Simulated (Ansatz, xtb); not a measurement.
# Relative energy of two isomers of C2H5O2

Structure X is `C[C](O)O`, a doublet and structure Y is `O[CH]CO`, a doublet. Both are isolated molecules in the gas phase, relaxed with PBE0-D3(BJ)/def2-SVP; the shapes shown needn't be the lowest conformers.

X (Å):

```xyz
9

C    -1.7990   -0.2885   -0.9168
C    -0.8970    0.5591   -0.0869
O    -1.0762    1.9224   -0.1312
O     0.4137    0.2416   -0.2194
H    -2.8553   -0.0971   -0.6754
H    -1.6518   -0.0884   -1.9970
H    -1.5920   -1.3520   -0.7355
H    -1.9643    2.1208    0.1830
H     0.9183    0.9146    0.2538
```

Y (Å):

```xyz
9

C    -1.8065    0.0421   -1.1042
C    -1.1906    1.1492   -0.3250
O    -1.7091   -1.1883   -0.5563
O     0.0662    0.7363    0.1823
H    -0.9523   -1.1393    0.0516
H    -2.6849    0.1893   -1.7379
H    -1.7870    1.4017    0.5762
H    -1.1290    2.0716   -0.9320
H     0.6548    0.6208   -0.5741
```

Quicker runs give these differences E(Y) − E(X): GFN2-xTB +47.7 kJ/mol; HF/STO-3G +56.3 kJ/mol (at GFN2-xTB geometries); r2SCAN-D4/def2-SVP +39.6 kJ/mol (at GFN2-xTB geometries).

Estimate E(Y) − E(X) at the level CCSD(T)/def2-SVP + ΔMP2/def2-TZVPP.

Calculated at CCSD(T)/def2-SVP + ΔMP2/def2-TZVPP: E(Y) − E(X) = +39.0 kJ/mol, so structure X lies lower.

The same difference at several levels:

```json
{"level": "GFN2-xTB", "geometry": "GFN2-xTB", "E(Y) − E(X) (kJ/mol)": "+47.7", "departure from the last row (kJ/mol)": "+8.7", "job, with rough time for the two": "optimisation, 0.16 s"}
{"level": "HF/STO-3G", "geometry": "GFN2-xTB", "E(Y) − E(X) (kJ/mol)": "+56.3", "departure from the last row (kJ/mol)": "+17.3", "job, with rough time for the two": "single point, 0.24 s"}
{"level": "r2SCAN-D4/def2-SVP", "geometry": "GFN2-xTB", "E(Y) − E(X) (kJ/mol)": "+39.6", "departure from the last row (kJ/mol)": "+0.6", "job, with rough time for the two": "single point, 3.9 s"}
{"level": "PBE0-D3(BJ)/def2-SVP", "geometry": "PBE0-D3(BJ)/def2-SVP", "E(Y) − E(X) (kJ/mol)": "+42.6", "departure from the last row (kJ/mol)": "+3.6", "job, with rough time for the two": "optimisation, 45 s"}
{"level": "HF/def2-SVP", "geometry": "PBE0-D3(BJ)/def2-SVP", "E(Y) − E(X) (kJ/mol)": "+48.3", "departure from the last row (kJ/mol)": "+9.2", "job, with rough time for the two": "part of the CCSD(T) run"}
{"level": "MP2/def2-SVP", "geometry": "PBE0-D3(BJ)/def2-SVP", "E(Y) − E(X) (kJ/mol)": "+46.4", "departure from the last row (kJ/mol)": "+7.4", "job, with rough time for the two": "part of the CCSD(T) run"}
{"level": "CCSD(T)/def2-SVP", "geometry": "PBE0-D3(BJ)/def2-SVP", "E(Y) − E(X) (kJ/mol)": "+43.4", "departure from the last row (kJ/mol)": "+4.4", "job, with rough time for the two": "single point"}
{"level": "CCSD(T)/def2-SVP + ΔMP2/def2-TZVPP", "geometry": "PBE0-D3(BJ)/def2-SVP", "E(Y) − E(X) (kJ/mol)": "+39.0", "departure from the last row (kJ/mol)": "", "job, with rough time for the two": "single point, 31 s"}
```

As drawn, both hold the same kinds of bond in the same numbers. Structure X has 1 methyl group, Y 0.

The levels shown agree on the order. The largest departure from CCSD(T)/def2-SVP + ΔMP2/def2-TZVPP is that of HF/STO-3G, 17.3 kJ/mol. The last row adds to CCSD(T) the change of the MP2 difference between the two basis sets, here −4.4 kJ/mol.

With harmonic frequencies from PBE0-D3(BJ)/def2-SVP (ideal gas, rigid rotor, one conformer each, 298.15 K, 1 atm): the zero-point term adds +2.8 kJ/mol; ΔH is +40.8 and ΔG +42.5 kJ/mol.

Open shells are spin-unrestricted. The correlated steps freeze 4 core orbitals. Run with Ansatz 0.2.0, xtb 6.7.1; the last row on 2 threads of Arm Neoverse V1 on a shared host.
